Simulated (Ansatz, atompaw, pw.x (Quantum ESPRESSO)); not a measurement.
**What a changed setting does to a pw.x run (fcc Pt)**

Potential: PAW, atompaw 4.2.0.5, PBE; core [Kr] 4d10 4f14, reference 5s2 5p6 5d9 6s0.75 6p0.25; waves: 5s (bound): rc 1.65 bohr; 6s (bound): rc 1.35 bohr; 5p (bound): rc 1.75 bohr; 6p (bound): rc 1.50 bohr; 5d (bound): rc 2.60 bohr; 5d channel at 8.65 Ry: rc 2.60 bohr; local part: troulliermartins scheme with l = 3 at 0 Ry, radius 1.95 bohr; core correction: smooth core density matched at 1.80 bohr; augmentation: besselshape compensation charge, radius 2.40 bohr; PAW radius 2.60 bohr; waves and projectors: custom polynom vanderbiltortho.

The reference run (k-mesh 14³, cutoffs 60/600 Ry, Fermi–Dirac 0.01 Ry, mixing_beta 0.4, conv_thr 1e-9, no spin) gives -0.24 GPa at 15.640 Å³/atom, where all-electron LAPW gives 0.53 GPa. This run, with its own iteration cap, changes tot_charge to 3, a wrong or extreme entry chosen on purpose.

```
&control
  calculation='scf', prefix='x', pseudo_dir='./', outdir='./tmp', tstress=.true., disk_io='none'
/
&system
  ibrav=0, nat=1, ntyp=1, ecutwfc=60, ecutrho=600, nbnd=17,
  occupations='smearing', smearing='fd', degauss=0.01, tot_charge=3
/
&electrons
  conv_thr=1e-09, mixing_beta=0.4, electron_maxstep=70
/
ATOMIC_SPECIES
Pt 1.0 Pt.UPF
CELL_PARAMETERS angstrom
  0.00000000 1.98488607 1.98488607
  1.98488607 0.00000000 1.98488607
  1.98488607 1.98488607 0.00000000
ATOMIC_POSITIONS crystal
Pt 0.0000 0.0000 0.0000
K_POINTS automatic
14 14 14 0 0 0
```

```bash
pw.x < Pt.scf.in > Pt.scf.out
```

Task: How does the run end?

Result: It converges in 12 iterations; the free energy moves by -60.18 eV/atom and the pressure by -864.47 GPa. The cell is charged against a uniform background, so energy and pressure depend on the zero of the potential and are not those of the crystal.

```
Message from routine setup:
     using ibrav=0 with symmetry is DISCOURAGED, use correct ibrav instead
     lattice parameter (alat)  =       5.3046  a.u.
     unit-cell volume          =     105.5440 (a.u.)^3
     number of electrons       =        15.00
     number of Kohn-Sham states=           17
     kinetic-energy cutoff     =      60.0000  Ry
     charge density cutoff     =     600.0000  Ry
     scf convergence threshold =      1.0E-09
     Exchange-correlation= SLA PW PBX PBC
     number of k points=   104  Fermi-Dirac smearing, width (Ry)=  0.0100
     iteration #  1     ecut=    60.00 Ry     beta= 0.40
     c_bands:  1 eigenvalues not converged
     total energy              =    -920.81729214 Ry
     estimated scf accuracy    <       2.67059289 Ry
     iteration #  2     ecut=    60.00 Ry     beta= 0.40
     total energy              =    -921.15545458 Ry
     estimated scf accuracy    <       0.07315418 Ry
     iteration #  3     ecut=    60.00 Ry     beta= 0.40
     total energy              =    -921.21383468 Ry
     estimated scf accuracy    <       0.00827472 Ry
     iteration #  4     ecut=    60.00 Ry     beta= 0.40
     total energy              =    -921.23087458 Ry
     estimated scf accuracy    <       0.00347441 Ry
     iteration #  5     ecut=    60.00 Ry     beta= 0.40
     c_bands:  1 eigenvalues not converged
     total energy              =    -921.23574891 Ry
     estimated scf accuracy    <       0.00174556 Ry
     iteration #  6     ecut=    60.00 Ry     beta= 0.40
     c_bands:  1 eigenvalues not converged
     total energy              =    -921.23653251 Ry
     estimated scf accuracy    <       0.00008735 Ry
     iteration #  7     ecut=    60.00 Ry     beta= 0.40
     total energy              =    -921.23656723 Ry
     estimated scf accuracy    <       0.00001340 Ry
     iteration #  8     ecut=    60.00 Ry     beta= 0.40
     total energy              =    -921.23657084 Ry
     estimated scf accuracy    <       0.00000040 Ry
     iteration #  9     ecut=    60.00 Ry     beta= 0.40
     total energy              =    -921.23657097 Ry
     estimated scf accuracy    <       0.00000026 Ry
     iteration # 10     ecut=    60.00 Ry     beta= 0.40
     total energy              =    -921.23657093 Ry
     estimated scf accuracy    <       0.00000013 Ry
     iteration # 11     ecut=    60.00 Ry     beta= 0.40
     total energy              =    -921.23657096 Ry
     estimated scf accuracy    <          7.7E-09 Ry
     iteration # 12     ecut=    60.00 Ry     beta= 0.40
     the Fermi energy is    18.5080 ev
!    total energy              =    -921.23657096 Ry
     estimated scf accuracy    <          8.6E-10 Ry
     smearing contrib. (-TS)   =      -0.00965867 Ry
     The total energy is F=E-TS. E is the sum of the following terms:
     one-electron contribution =     -53.83088138 Ry
     hartree contribution      =      40.41965064 Ry
     xc contribution           =     -20.50232590 Ry
     ewald contribution        =    -198.01898907 Ry
     one-center paw contrib.   =    -689.29436658 Ry
     convergence has been achieved in  12 iterations
          total   stress  (Ry/bohr**3)                   (kbar)     P=    -8647.03
     Message from routine punch:
     Nothing written, as per user request (disk_io='none')
```

The run took about 25 s on one core of a shared host (Intel(R) Xeon(R) 6975P-C, 192 threads, 1512 GiB, load 31).
